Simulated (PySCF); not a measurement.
**Assigning NMR signals**

Molfile (atoms numbered from 1):
```
C3H3F
     RDKit          3D

  7  6  0  0  0  0  0  0  0  0999 V2000
    1.6063   -0.1971   -0.5130 C   0  0  0  0  0  0  0  0  0  0  0  0
    0.4899   -0.0768   -0.0628 C   0  0  0  0  0  0  0  0  0  0  0  0
   -0.8520    0.0544    0.4940 C   0  0  0  0  0  0  0  0  0  0  0  0
   -1.5846    1.0134   -0.1522 F   0  0  0  0  0  0  0  0  0  0  0  0
    2.5980   -0.3028   -0.9142 H   0  0  0  0  0  0  0  0  0  0  0  0
   -0.7847    0.3185    1.5640 H   0  0  0  0  0  0  0  0  0  0  0  0
   -1.3811   -0.9116    0.4153 H   0  0  0  0  0  0  0  0  0  0  0  0
  1  2  3  0
  2  3  1  0
  3  4  1  0
  1  5  1  0
  3  6  1  0
  3  7  1  0
M  END
```

One averaged value for each set of equivalent atoms, relativity neglected, one computed conformer, gas phase. Spin–spin couplings from B3LYP/pcJ-1; shielding tensors at KT2/pcSseg-2 (GIAO); PBE0-D3(BJ)/def2-SVP geometry; PySCF 2.14.

δ = σ(ref) − σ, references computed at the same level: ¹³C and ¹H vs TMS.

(1) Assign these signals to the numbered atoms. ¹³C{¹H} NMR (computed): δ 78.1 (C, d, J = 19.6 Hz), 76.5 (CH, d, J = 11.2 Hz), 73.5 (CH2, d, J = 244.3 Hz).

(2) Assign these signals to the numbered atoms. ¹H NMR (400 MHz, computed): δ 5.14 (dd, J = 54.6, 3.7 Hz, 2H), 2.58 (dt, J = 6.6, 3.7 Hz, 1H).

## Answers

(1) 
78.1 → C2, alkyne carbon: sp carbons lie upfield of alkene carbons because the cylindrical π system leaves one tensor component strongly shielded
76.5 → C1, terminal alkyne carbon: sp carbons lie upfield of alkene carbons because the cylindrical π system leaves one tensor component strongly shielded
73.5 → C3, propargylic sp3 CH2 bonded to F: deshielded by the electronegative neighbour

C2 and C1 lie closer than the usual error of such a calculation, so a measured spectrum could show them in the other order.

(2) 
| δ (ppm) | atoms | environment | reason |
| --- | --- | --- | --- |
| 5.14 | H6/H7 | hydrogen on a propargylic sp3 CH2 bonded to F | its carbon carries F, an electronegative neighbour |
| 2.58 | H5 | hydrogen on a terminal alkyne carbon | it lies on the axis of the triple bond, in its shielding cone |

Common functionals overestimate the size of one-bond C–F couplings by tens of Hz; these are unscaled. Multiplet labels drop couplings under 1 Hz and merge nearly equal ones. Shifts are as computed. Against solution values, carbons near 30 ppm lie about +3 ppm off and those near 130 ppm about -1 ppm. Of 1211 compounds with measured shifts, 218 miss one by over three times the rms of a fit or turn the order of signals round; such compounds aren't used in these exercises.
